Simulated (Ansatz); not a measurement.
# OH− (hydroxide) at CCSD(T)/6-311G

What is the vertical ionisation energy of OH− (hydroxide) at CCSD(T)/6-311G? 

Program for the calculation: Ansatz 0.2.0.

12 further runs of the same task are left out: 4 for a known fault of the program, 8 set aside as unsound or not needed.

## Step 1: The molecule

OH−: 2 atoms, total charge -1, spin state singlet. SMILES: `[OH-]`. Geometry: relaxed at PBE0-D4/def2-TZVPD.

Bond lengths: O1–H2 0.964 Å.

## Step 2: A single-point energy at CCSD(T)/6-311G

molecule.yaml reads:

```yaml
basis:
  gaussian: {orbitals: 6-311G.json}
crystal:
  periodic: [false, false, false]
  atoms:
    - {symbol: O, position_ang: [0.411800, -0.131800, 0.212500]}
    - {symbol: H, position_ang: [-0.411800, 0.131800, -0.212500]}
output: {orbitals: {seedname: orbitals}}
correlation: {method: ccsd_t, electrons: outside_noble_gas}
total_charge: -1
```

The basis set 6-311G is read from a file made from the Basis Set Exchange's data (not shown).

On the command line:

```console
$ ansatz run molecule.yaml --threads 1 --pin off --max-ram 2610MiB --events-out events.jsonl --progress --plain --runs-dir runs
```

What it wrote:

```text
Warning: RAYON_NUM_THREADS=1 ignored (pool sized by the plan → 1); use --threads N
Functional definition: HF
  name "HF"
  exchange = exact_x
  correlation = 0
177 factors; integrals over basis functions are off by at most 4.6e-4 eV
mean field evaluation 1: about -2049.6827 eV, gradient 1.5e1 eV
mean field evaluation 2: about -2049.6904 eV, gradient 1.5e1 eV
mean field evaluation 4: about -2050.1641 eV, gradient 1.9e0 eV
mean field evaluation 8: about -2050.1711 eV, gradient 2.4e-4 eV
mean field evaluation 16: about -2050.1594 eV, gradient 1.9e0 eV
mean field -2050.17105175 eV, -75.3423964959 hartree, gradient 2.1e-6 eV, S^2 0.000000; 0 other end points of the search recorded, 0 dependent functions left out
1 core orbitals not correlated: weight in the atoms' cores, before any rotation towards them, 1.000 or more for the frozen orbitals, at most 0.000 for the correlated occupied ones
reference -2050.17105175 eV, -75.3423964959 hartree; 4, 4 occupied and 11, 11 virtual orbitals, 177 factors
second order -3.80665866 eV of doubles, -0.00000000 eV of singles
cycle   1  -3.75223618 eV  change    5.4e-2 eV  update   3.6e-2
cycle   2  -3.87367531 eV  change   -1.2e-1 eV  update   1.2e-2
cycle   3  -3.89005192 eV  change   -1.6e-2 eV  update   3.8e-3
cycle   4  -3.89262708 eV  change   -2.6e-3 eV  update   8.1e-4
cycle   5  -3.89311680 eV  change   -4.9e-4 eV  update   2.0e-4
cycle   6  -3.89309511 eV  change    2.2e-5 eV  update   5.0e-5
cycle   7  -3.89310529 eV  change   -1.0e-5 eV  update   1.4e-5
cycle   8  -3.89310679 eV  change   -1.5e-6 eV  update   4.7e-6
perturbative correction -0.07247396 eV, -0.0026633687 hartree
Total energy: -2054.13663249 eV, -75.4881289003 hartree
```

Run time: 0.1 s. Hardware: 1 thread of Arm Neoverse V2, shared host.

## Step 3: Doublet neutral OH at the same level

molecule.yaml, as its differences from that of step 2:

```diff
@@ -9,2 +9,2 @@
 correlation: {method: ccsd_t, electrons: outside_noble_gas}
-total_charge: -1
+magnetization: {spin_polarized: true, initial_magnetization: 1}
```

The basis set 6-311G is read from a file made from the Basis Set Exchange's data (not shown).

On the command line:

```console
$ ansatz run molecule.yaml --threads 1 --pin off --max-ram 2610MiB --events-out events.jsonl --progress --plain --runs-dir runs
```

What it wrote, cut to the lines that bear on the results:

```text
Warning: RAYON_NUM_THREADS=1 ignored (pool sized by the plan → 1); use --threads N
[... 2 set-up lines as earlier in the session ...]
[...]
177 factors; integrals over basis functions are off by at most 4.6e-4 eV
[...]
mean field -2051.37947224 eV, -75.3868051298 hartree, gradient 2.9e-6 eV, S^2 0.754079; 2 other end points of the search recorded, 0 dependent functions left out
1 core orbitals not correlated: weight in the atoms' cores, before any rotation towards them, 1.000 or more for the frozen orbitals, at most 0.000 for the correlated occupied ones
reference -2051.37947224 eV, -75.3868051298 hartree; 4, 3 occupied and 11, 12 virtual orbitals, 177 factors
second order -2.68620068 eV of doubles, -0.00000000 eV of singles
cycle   1  -2.82318450 eV  change   -1.4e-1 eV  update   3.1e-2
[...]
cycle   9  -2.93772794 eV  change   -8.7e-7 eV  update   4.9e-6
perturbative correction -0.04374640 eV, -0.0016076507 hartree
Total energy: -2054.36094658 eV, -75.4963722910 hartree
```

Run time: 0.2 s. Hardware: 1 thread of Arm Neoverse V2, shared host.

## Step 4: Outcome

At CCSD(T)/6-311G, 1 core orbital frozen:

```
                                                                      quantity         value
                                                     singlet OH−: total energy  -75.48813 Eh
                              singlet OH−: HOMO energy (Hartree–Fock orbitals)      -1.33 eV
                              singlet OH−: LUMO energy (Hartree–Fock orbitals)      12.03 eV
            singlet OH−: HOMO–LUMO gap (to an unbound level, set by the basis)      13.37 eV
                       singlet OH−: correlation energy (1 core orbital frozen)    -145.7 mEh
                                                   singlet OH−: (T) correction     -2.66 mEh
                                                    singlet OH−: T1 diagnostic         0.007
                                              doublet neutral OH: total energy  -75.49637 Eh
doublet neutral OH: HOMO energy (Hartree–Fock orbitals) (highest over α and β)     -13.76 eV
 doublet neutral OH: LUMO energy (Hartree–Fock orbitals) (lowest over α and β)       3.24 eV
                doublet neutral OH: correlation energy (1 core orbital frozen)    -109.6 mEh
                                            doublet neutral OH: (T) correction     -1.61 mEh
                         doublet neutral OH: ⟨S²⟩ of the reference determinant         0.754
                                             doublet neutral OH: T1 diagnostic         0.007
                           vertical detachment energy (to the doublet neutral)     -0.224 eV
```

What this shows: The species is unbound against losing an electron at this level, by 0.22 eV (−21.6 kJ/mol); missing correlation or diffuse functions can give that sign where the real anion is bound. The triples (singlet OH−) make up 1.8 % of the correlation energy. The triples (doublet neutral OH) make up 1.5 % of the correlation energy.
